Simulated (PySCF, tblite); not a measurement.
# sulfanylsilane (SiH₄S): dynamics, then NMR shifts and electronic excitations on frames

How do NMR shifts and electronic excitations of sulfanylsilane (SiH₄S) (`[SiH3]S`) change as the atoms move?

Computed with tblite 0.8.0 and PySCF 2.14.0, with density-fitted response routines of our own, on a single molecule in the gas phase. Atoms are numbered from 0 throughout.

### Step 1. The starting structure

6 atoms, charge 0, multiplicity 1; geometry from: GFN2-xTB.

Bonds of the start (Å): Si0–S1 2.15, Si0–H2 1.46, Si0–H3 1.45, Si0–H4 1.46, S1–H5 1.32.

### Step 2. Thermal motion with GFN2-xTB

Job settings and geometry (Å):

```
{"job": {"kind": "md", "xc": "GFN2-xTB", "basis": "xTB", "temperature": 300, "steps": 2000, "every": 50, "frames": 5}, "charge": 0, "multiplicity": 1}
Si    -0.580072    -0.009458     0.012217
S      1.394499     0.804538    -0.205816
H     -0.684584    -0.561213     1.356896
H     -1.439660     1.139147    -0.205040
H     -0.742902    -1.049687    -0.995263
H      2.055842    -0.321337     0.015431
```

Level: GFN2-xTB Langevin dynamics, gas phase.

Launch:

```bash
> OMP_NUM_THREADS=1 python probes_run.py task.json out
```

This one command runs all jobs of the session in turn.

What it wrote:

```text
t/fs     T/K      E/eV
    0.0   138.7   -191.53568
   25.0   197.1   -191.45293
   50.0   146.7   -191.46125
   75.0   233.5   -191.47249
  100.0   216.7   -191.46478
  125.0   173.0   -191.45030
  150.0   194.9   -191.46071
  175.0   205.9   -191.46728
  200.0   206.7   -191.47379
  225.0   162.9   -191.40362
  250.0   213.7   -191.40878
  275.0   253.9   -191.41908
  300.0   146.5   -191.40276
  325.0   186.6   -191.37078
  350.0   421.9   -191.37304
  375.0   419.2   -191.38360
  400.0   417.5   -191.36757
  425.0   183.3   -191.37170
  450.0   120.3   -191.38133
  475.0   188.0   -191.41113
  500.0   206.9   -191.39032
  525.0   250.1   -191.35916
  550.0   216.8   -191.48085
  575.0   166.9   -191.38732
  600.0   353.8   -191.46117
  625.0   434.6   -191.39979
  650.0   284.7   -191.40761
  675.0   223.5   -191.29133
  700.0   300.9   -191.33713
  725.0   312.6   -191.39970
  750.0   489.0   -191.48275
  775.0   310.6   -191.36700
  800.0   282.3   -191.23983
  825.0   212.6   -191.16492
  850.0   355.6   -191.30135
  875.0   327.7   -191.25371
  900.0   398.9   -191.34709
  925.0   226.4   -191.36506
  950.0   187.6   -191.31029
  975.0   298.5   -191.35452
 1000.0   319.0   -191.29217
```

Wall time 4.2 s (1 thread of Intel Xeon Platinum 8488C, shared host); peak memory 0.18 GiB.

Distance from the start (root mean square after alignment): 0 fs 0.00 Å, 200 fs 0.08 Å, 400 fs 0.66 Å, 600 fs 0.67 Å, 800 fs 0.43 Å, 1000 fs 0.23 Å.

Positions (Å) and forces (eV/Å) at 1000 fs:

```xyz
6

Si   -1.093   -0.632   -0.274    0.291   -1.500   -0.772
S     0.716    0.406   -0.734    0.259   -0.562   -0.396
H    -2.118   -0.810   -1.286   -0.261    0.782   -0.242
H    -0.711   -2.063   -0.333    0.339    0.380    0.478
H    -1.486   -0.099    0.973   -0.376    0.308    0.747
H     0.355    1.606   -0.395   -0.254    0.593    0.184
```

### Step 3. Shielding tensors: 250 fs, PBE0/pcSseg-1

Job settings and geometry (Å):

```
{"job": {"kind": "nmr", "xc": "PBE0", "basis": "pcSseg-1", "pop": false}, "charge": 0, "multiplicity": 1}
Si    -0.987900    -0.387600     0.182500
S      0.996500     0.474200     0.243400
H     -0.751500    -1.717700    -0.451400
H     -1.418400    -0.670700     1.504000
H     -1.743600     0.381500    -0.784800
H      1.711100    -0.598200    -0.154000
```

Level: GIAO PBE0/pcSseg-1 NMR shielding, non-relativistic, gas phase.

What it wrote:

```text
coarse grid: 5728 points
cycle   1  E = -689.7703560924  dE = -8.275e-02  |g| = 2.101e-01  |ddm| = 2.088e+00
cycle   2  E = -689.7723734508  dE = -2.017e-03  |g| = 2.107e-01  |ddm| = 6.091e-01
cycle   3  E = -689.7849351199  dE = -1.256e-02  |g| = 1.651e-02  |ddm| = 3.101e-01
cycle   4  E = -689.7849835416  dE = -4.842e-05  |g| = 2.973e-03  |ddm| = 1.973e-02
cycle   5  E = -689.7849860355  dE = -2.494e-06  |g| = 1.408e-03  |ddm| = 5.909e-03
final grid: 45160 points
cycle   6  E = -689.7976811635  dE = -6.606e-06  |g| = 3.097e-03  |ddm| = 1.198e-02
cycle   7  E = -689.7976812948  dE = -1.314e-07  |g| = 2.909e-03  |ddm| = 7.179e-03
cycle   8  E = -689.7976833312  dE = -2.036e-06  |g| = 1.143e-04  |ddm| = 3.700e-03
cycle   9  E = -689.7976833354  dE = -4.224e-09  |g| = 4.179e-05  |ddm| = 2.340e-04
cycle  10  E = -689.7976833360  dE = -5.609e-10  |g| = 7.943e-06  |ddm| = 6.000e-05
converged SCF energy = -689.7976833360

GIAO shielding tensors (ppm)
atom      isotropic    diamagn.    paramagn.     s11        s22        s33       span
  0 Si     418.004     878.948    -460.944    366.329    423.377    464.306     97.977
  1 S      796.282    1057.518    -261.236    686.875    721.769    980.202    293.327
  2 H       26.760      28.819      -2.058     23.064     25.481     31.736      8.673
  3 H       27.413      28.920      -1.508     22.916     25.734     33.589     10.674
  4 H       26.993      28.504      -1.511     22.563     25.443     32.974     10.411
  5 H       30.845      30.083       0.762     22.922     26.854     42.760     19.838
```

Wall time 1.8 s (1 thread of Intel Xeon Platinum 8488C, shared host); peak memory 0.3 GiB.

The references, computed at this level on geometries of the same kind, shield at (ppm): ¹H TMS 31.72, ²⁹Si TMS 349.2, ³³S CS2 504. Their shielding less the atom's gives the shift. The references are single molecules in the gas phase. Each atom is listed at this fixed geometry, with no averaging over motion; a spectrum would average atoms that exchange fast.

```csv
atoms,environment,σ (ppm),δ (ppm)
H2,hydrogen on a silicon bonded to S,26.76,4.96
H4,hydrogen on a silicon bonded to S,26.99,4.72
H3,hydrogen on a silicon bonded to S,27.41,4.30
H5,hydrogen on a sulfur bonded to Si,30.84,0.87
Si0,"silicon bonded to S, 3 H",418.0,-68.8
S1,"sulfur bonded to Si, H",796,-293
```

### Step 4. TDDFT and polarisability: 250 fs, PBE0/def2-SVPD

The job, as its differences from that of step 3:

```diff
@@ -1,2 +1,2 @@
-{"job": {"kind": "nmr", "xc": "PBE0", "basis": "pcSseg-1", "pop": false}, "charge": 0, "multiplicity": 1}
+{"job": {"kind": "uv", "xc": "PBE0", "basis": "def2-SVPD", "nstates": 5, "ntriplets": 0}, "charge": 0, "multiplicity": 1}
 Si    -0.987900    -0.387600     0.182500
```

Level: TDDFT PBE0/def2-SVPD, vertical, gas phase, core orbitals frozen in the response.

What it wrote:

```text
coarse grid: 5728 points
cycle   1  E = -689.5350826234  dE = -9.373e-02  |g| = 1.898e-01  |ddm| = 2.376e+00
cycle   2  E = -689.5362557349  dE = -1.173e-03  |g| = 1.870e-01  |ddm| = 6.380e-01
cycle   3  E = -689.5477178803  dE = -1.146e-02  |g| = 1.441e-02  |ddm| = 3.271e-01
cycle   4  E = -689.5477964410  dE = -7.856e-05  |g| = 3.278e-03  |ddm| = 4.068e-02
cycle   5  E = -689.5478009376  dE = -4.497e-06  |g| = 8.741e-04  |ddm| = 8.193e-03
final grid: 45160 points
cycle   6  E = -689.6177992349  dE = -4.846e-06  |g| = 3.232e-03  |ddm| = 2.698e-02
cycle   7  E = -689.6177991429  dE =  9.193e-08  |g| = 3.196e-03  |ddm| = 1.065e-02
cycle   8  E = -689.6178023348  dE = -3.192e-06  |g| = 1.674e-04  |ddm| = 5.630e-03
cycle   9  E = -689.6178023457  dE = -1.091e-08  |g| = 2.883e-05  |ddm| = 2.901e-04
cycle  10  E = -689.6178023460  dE = -3.006e-10  |g| = 7.218e-06  |ddm| = 4.928e-05
converged SCF energy = -689.6178023460

Static polarisability (au): isotropic 50.375, principal 45.450 45.796 59.880

Singlet excitations
state   eV       nm        f      main configurations
  1   5.5580    223.1   0.01386   H->L 0.96
  2   5.9936    206.9   0.01261   H->L+1 0.93
  3   6.5744    188.6   0.00445   H->L+2 0.97
  4   7.2054    172.1   0.02547   H-1->L 0.96
  5   7.4925    165.5   0.00865   H->L+3 0.97
```

It took 1.7 s on 1 thread of Intel Xeon Platinum 8488C, shared host; peak memory 0.35 GiB.

The orbitals next to the gap, with their largest atomic shares:

```csv
orbital,eV,atoms
HOMO−3,-10.92,"Si0 42 %, H3 24 %, H4 23 %"
HOMO−2,-9.97,"Si0 38 %, H2 18 %, S1 18 %"
HOMO−1,-8.92,"S1 58 %, Si0 21 %, H2 14 %"
HOMO,-7.38,"S1 78 %, Si0 10 %, H5 7 %"
LUMO,-0.40,"S1 33 %, Si0 32 %, H5 14 %"
LUMO+1,0.07,"Si0 43 %, S1 27 %, H2 9 %"
LUMO+2,0.41,"Si0 42 %, S1 21 %, H4 16 %"
```

With each of the 5 states as a Gaussian band of 0.4 eV half-width at 1/e, the curve within the window shown has maxima at 215 nm (ε 800), 171 nm (ε 1,300) L/(mol cm). Beyond the last state computed it falls off for lack of states. The curve at chosen wavelengths:

```csv
nm,ε (L/mol/cm)
159,319
163,712
166,1028
170,1265
173,1217
177,929
181,605
184,438
188,335
191,327
195,381
199,485
202,576
206,686
209,748
213,794
217,796
220,769
224,694
227,614
231,488
235,358
238,271
242,175
245,120
249,69
```

Ground-state properties from the same run:

```csv
property,computed
dipole moment (D),1.29
polarisability (Å³),7.46
HOMO–LUMO gap (eV),6.98
−ε(HOMO) (eV),7.38
```

### Step 5. NMR shieldings: 425 fs, PBE0/pcSseg-1

Job settings and geometry (Å):

```
{"job": {"kind": "nmr", "xc": "PBE0", "basis": "pcSseg-1", "pop": false}, "charge": 0, "multiplicity": 1}
Si    -1.298500    -0.356000     0.040800
S      0.799200     0.180100     0.193400
H     -1.295500    -1.220700    -1.155400
H     -1.717800    -1.211200     1.107300
H     -1.746900     1.040800    -0.214700
H      1.360700    -0.943700    -0.331700
```

With the program's defaults for keys left out, this is: GIAO PBE0/pcSseg-1 NMR shielding, non-relativistic, gas phase.

What it wrote:

```text
coarse grid: 5728 points
cycle   1  E = -689.7658086318  dE = -9.713e-02  |g| = 2.220e-01  |ddm| = 2.082e+00
cycle   2  E = -689.7663016177  dE = -4.930e-04  |g| = 2.355e-01  |ddm| = 6.616e-01
cycle   3  E = -689.7824770756  dE = -1.618e-02  |g| = 1.610e-02  |ddm| = 3.472e-01
cycle   4  E = -689.7825193010  dE = -4.223e-05  |g| = 3.276e-03  |ddm| = 1.898e-02
cycle   5  E = -689.7825222861  dE = -2.985e-06  |g| = 1.591e-03  |ddm| = 6.793e-03
final grid: 45160 points
cycle   6  E = -689.7954450069  dE = -6.657e-06  |g| = 3.202e-03  |ddm| = 1.278e-02
cycle   7  E = -689.7954451149  dE = -1.080e-07  |g| = 3.043e-03  |ddm| = 7.437e-03
cycle   8  E = -689.7954474149  dE = -2.300e-06  |g| = 1.303e-04  |ddm| = 3.861e-03
cycle   9  E = -689.7954474205  dE = -5.628e-09  |g| = 4.922e-05  |ddm| = 2.765e-04
cycle  10  E = -689.7954474213  dE = -7.662e-10  |g| = 8.178e-06  |ddm| = 6.828e-05
converged SCF energy = -689.7954474213

GIAO shielding tensors (ppm)
atom      isotropic    diamagn.    paramagn.     s11        s22        s33       span
  0 Si     413.895     878.867    -464.972    353.787    429.267    458.632    104.844
  1 S      769.893    1057.892    -287.999    656.976    686.370    966.334    309.358
  2 H       26.658      28.829      -2.172     22.587     25.477     31.909      9.322
  3 H       27.177      28.821      -1.644     23.115     25.301     33.115     10.001
  4 H       26.080      27.883      -1.803     21.516     24.828     31.895     10.380
  5 H       30.797      29.980       0.817     23.023     26.901     42.468     19.445
```

Run time: 1.6 s. Hardware: 1 thread of Intel Xeon Platinum 8488C, shared host; peak memory 0.35 GiB.

In short: δ Si0 -64.7, S1 -266, H4 5.64, H2 5.06 ppm.

### Step 6. Ultraviolet spectrum: 425 fs, PBE0/def2-SVPD

The job, as its differences from that of step 5:

```diff
@@ -1,2 +1,2 @@
-{"job": {"kind": "nmr", "xc": "PBE0", "basis": "pcSseg-1", "pop": false}, "charge": 0, "multiplicity": 1}
+{"job": {"kind": "uv", "xc": "PBE0", "basis": "def2-SVPD", "nstates": 5, "ntriplets": 0}, "charge": 0, "multiplicity": 1}
 Si    -1.298500    -0.356000     0.040800
```

With the program's defaults for keys left out, this is: TDDFT PBE0/def2-SVPD, vertical, gas phase, core orbitals frozen in the response.

What it wrote:

```text
coarse grid: 5728 points
cycle   1  E = -689.5307267211  dE = -1.087e-01  |g| = 2.020e-01  |ddm| = 2.319e+00
cycle   2  E = -689.5300809151  dE =  6.458e-04  |g| = 2.133e-01  |ddm| = 6.832e-01
cycle   3  E = -689.5454139987  dE = -1.533e-02  |g| = 1.314e-02  |ddm| = 3.662e-01
cycle   4  E = -689.5454776924  dE = -6.369e-05  |g| = 3.692e-03  |ddm| = 3.945e-02
cycle   5  E = -689.5454830847  dE = -5.392e-06  |g| = 1.051e-03  |ddm| = 8.712e-03
final grid: 45160 points
cycle   6  E = -689.6159005321  dE = -5.073e-06  |g| = 3.418e-03  |ddm| = 2.692e-02
cycle   7  E = -689.6159003422  dE =  1.899e-07  |g| = 3.413e-03  |ddm| = 1.116e-02
cycle   8  E = -689.6159040032  dE = -3.661e-06  |g| = 2.061e-04  |ddm| = 5.919e-03
cycle   9  E = -689.6159040198  dE = -1.660e-08  |g| = 3.166e-05  |ddm| = 3.576e-04
cycle  10  E = -689.6159040201  dE = -3.597e-10  |g| = 7.639e-06  |ddm| = 5.571e-05
converged SCF energy = -689.6159040201

Static polarisability (au): isotropic 51.168, principal 45.507 46.973 61.025

Singlet excitations
state   eV       nm        f      main configurations
  1   5.4598    227.1   0.01739   H->L 0.99
  2   5.9157    209.6   0.00211   H->L+1 0.94
  3   6.3790    194.4   0.00318   H->L+2 0.97
  4   7.2083    172.0   0.01551   H->L+3 0.76, H-1->L 0.20
  5   7.2725    170.5   0.07475   H-1->L 0.69, H->L+3 0.18
```

It took 1.6 s on 1 thread of Intel Xeon Platinum 8488C, shared host; peak memory 0.35 GiB.

Key values: HOMO -7.25 eV, LUMO -0.46 eV; lowest singlet 5.46 eV.

### Step 7. NMR shieldings: 625 fs, PBE0/pcSseg-1

Job settings and geometry (Å):

```
{"job": {"kind": "nmr", "xc": "PBE0", "basis": "pcSseg-1", "pop": false}, "charge": 0, "multiplicity": 1}
Si    -1.634100    -0.259700    -0.056700
S      0.480900     0.076700    -0.030800
H     -2.157500     0.347400    -1.349500
H     -1.993500    -1.660400     0.300400
H     -2.140500     0.684800     0.988600
H      0.872400    -0.708500    -0.996300
```

Method: GIAO PBE0/pcSseg-1 NMR shielding, non-relativistic, gas phase.

What it wrote:

```text
coarse grid: 5728 points
cycle   1  E = -689.7743842043  dE = -9.421e-02  |g| = 2.113e-01  |ddm| = 2.082e+00
cycle   2  E = -689.7757115900  dE = -1.327e-03  |g| = 2.142e-01  |ddm| = 5.786e-01
cycle   3  E = -689.7888223671  dE = -1.311e-02  |g| = 1.559e-02  |ddm| = 2.942e-01
cycle   4  E = -689.7888606628  dE = -3.830e-05  |g| = 4.401e-03  |ddm| = 2.155e-02
cycle   5  E = -689.7888667308  dE = -6.068e-06  |g| = 1.505e-03  |ddm| = 7.961e-03
final grid: 45160 points
cycle   6  E = -689.8020312947  dE = -6.528e-06  |g| = 2.963e-03  |ddm| = 1.209e-02
cycle   7  E = -689.8020315202  dE = -2.255e-07  |g| = 2.683e-03  |ddm| = 6.538e-03
cycle   8  E = -689.8020332235  dE = -1.703e-06  |g| = 1.185e-04  |ddm| = 3.304e-03
cycle   9  E = -689.8020332279  dE = -4.417e-09  |g| = 4.685e-05  |ddm| = 2.376e-04
cycle  10  E = -689.8020332286  dE = -7.177e-10  |g| = 7.438e-06  |ddm| = 6.557e-05
converged SCF energy = -689.8020332286

GIAO shielding tensors (ppm)
atom      isotropic    diamagn.    paramagn.     s11        s22        s33       span
  0 Si     408.618     878.192    -469.575    368.881    398.327    458.645     89.764
  1 S      790.222    1058.427    -268.205    720.133    727.585    922.948    202.815
  2 H       25.955      27.152      -1.197     21.879     24.298     31.688      9.809
  3 H       26.453      27.486      -1.033     22.556     24.486     32.317      9.762
  4 H       26.642      28.052      -1.410     23.556     24.828     31.540      7.984
  5 H       32.234      31.462       0.772     24.087     27.777     44.838     20.751
```

Run time: 1.4 s. Hardware: 1 thread of Intel Xeon Platinum 8488C, shared host; peak memory 0.35 GiB.

Key values: δ Si0 -59.5, S1 -286, H2 5.76, H3 5.26 ppm.

(Part 1 of 2 ends here.)
